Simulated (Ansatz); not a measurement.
A displaced shape of singlet CF₄:

| atom | x (Å) | y (Å) | z (Å) |
| --- | --- | --- | --- |
| C | 0.0393 | -0.0309 | -0.0016 |
| F | 0.7939 | 0.7959 | 0.7572 |
| F | 0.7448 | -0.7668 | -0.7124 |
| F | -0.7321 | 0.7443 | -0.7985 |
| F | -0.7794 | -0.7377 | 0.8000 |

It was optimised with PBE0/def2-SVP in Ansatz (development build ahead of 0.2.0) to forces under 0.001 eV/Å, with restricted orbitals. Each step stands on the lowest determinant of that kind that the program's search found.

(1) What shape does it relax to, and how does the optimisation go?

Answers

(1)

```xyz
5

C     0.0133    0.0010    0.0089
F     0.7769    0.7771    0.7475
F     0.7688   -0.7936   -0.7183
F    -0.7315    0.7429   -0.7820
F    -0.7609   -0.7226    0.7887
```

Bond lengths: C1–F2 1.316 Å, C1–F3 1.316 Å, C1–F4 1.316 Å, C1–F5 1.316 Å. Angles: F2–C1–F3 109.5°, F2–C1–F4 109.5°, F2–C1–F5 109.5°, F3–C1–F4 109.5°, F3–C1–F5 109.5°, F4–C1–F5 109.5°.

```tsv
step	E − E(start) (eV)	largest force (eV/Å)
1	0.0000	3.2677
2	-0.1383	1.7063
3	-0.1893	0.2586
4	-0.1908	0.0501
5	-0.1909	0.0069
6	-0.1909	0.0006
```

The optimisation ended after 6 steps with its threshold met.
